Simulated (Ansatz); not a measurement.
Ansatz (a quantum-chemistry and plane-wave program) input (B3LYP-D3(BJ)/def2-TZVP):

Ansatz 0.2 input:
```yaml
crystal:
  periodic: [false, false, false]
  atoms:
    - {symbol: C, position_ang: [-0.54746537, 0.05056366, -0.21809797]}
    - {symbol: C, position_ang: [0.58535650, -0.08020717, 0.22778681]}
    - {symbol: H, position_ang: [-1.52824543, 0.18859436, -0.57246246]}
    - {symbol: H, position_ang: [1.53449644, -0.23008667, 0.52723213]}
basis:
  gaussian:
    orbitals: def2-TZVP
hamiltonian:
  xc: b3lyp
  dispersion: d3bj
total_charge: -1
magnetization: {spin_polarized: true, initial_magnetization: 1}
relax: {f_tol: 0.002, max_steps: 150}
```

End of the output:

```
relax step  10: F+E_penalty+E_count = -2103.63714555 eV  Δ(F+E_penalty+E_count) = -3.808e-5 eV  max|allowed force component| = 1.810e-2 eV/Å  Δτ_max = 0.0015 Å  (36 SCF iters, accepted)
these checks for a lower state are left out or cut short: starts, cluster_reference, orbital_swaps, neighbouring_geometries, increment
integrals: 0.01 GiB planned
448 factors; their error is unknown
mean field: 0.17 GiB planned
mean field -2103.57402792 eV, -77.3049196723 hartree, gradient 8.5e-6 eV, S^2 0.755726; 0 other end points of the search recorded, 0 dependent functions left out
the calculation of the forces begins
reference -2103.57420330 eV, -77.3049261174 hartree; 8, 7 occupied and 66, 67 virtual orbitals, 448 factors
relax step  11: F+E_penalty+E_count = -2103.63722487 eV  Δ(F+E_penalty+E_count) = -7.933e-5 eV  max|allowed force component| = 8.588e-3 eV/Å  Δτ_max = 0.0064 Å  (36 SCF iters, accepted)
these checks for a lower state are left out or cut short: starts, cluster_reference, orbital_swaps, neighbouring_geometries, increment
integrals: 0.01 GiB planned
448 factors; their error is unknown
mean field: 0.17 GiB planned
mean field evaluation 192: about -2103.5740 eV, gradient 7.8e-6 eV
mean field -2103.57403020 eV, -77.3049197562 hartree, gradient 7.8e-6 eV, S^2 0.755724; 0 other end points of the search recorded, 0 dependent functions left out
the calculation of the forces begins
reference -2103.57420555 eV, -77.3049262001 hartree; 8, 7 occupied and 66, 67 virtual orbitals, 448 factors
relax step  12: F+E_penalty+E_count = -2103.63723482 eV  Δ(F+E_penalty+E_count) = -9.946e-6 eV  max|allowed force component| = 3.479e-4 eV/Å  Δτ_max = 0.0015 Å  (37 SCF iters, accepted)
integrals: 0.01 GiB planned
448 factors; their error is unknown
mean field: 0.17 GiB planned
mean field -2103.57403020 eV, -77.3049197562 hartree, gradient 4.4e-5 eV, S^2 0.755724; 1 other end points of the search recorded, 0 dependent functions left out
the calculation of the forces begins
reference -2103.57420555 eV, -77.3049262001 hartree; 8, 7 occupied and 66, 67 virtual orbitals, 448 factors
Total energy: -2103.63741016 eV, -77.3072489269 hartree
Atom 0 at    -0.688390     0.261949     0.124287 Å, force    -0.000258     0.000204     0.000151 eV/Å
Atom 1 at     0.509643     0.100796     0.559025 Å, force     0.000058     0.000099     0.000348 eV/Å
Atom 2 at    -1.174418    -0.044004    -0.826011 Å, force     0.000105    -0.000159    -0.000212 eV/Å
Atom 3 at     1.397308    -0.389877     0.107157 Å, force     0.000095    -0.000143    -0.000286 eV/Å
Dipole moment:     0.103247    -0.204792    -0.360460 e Å
```
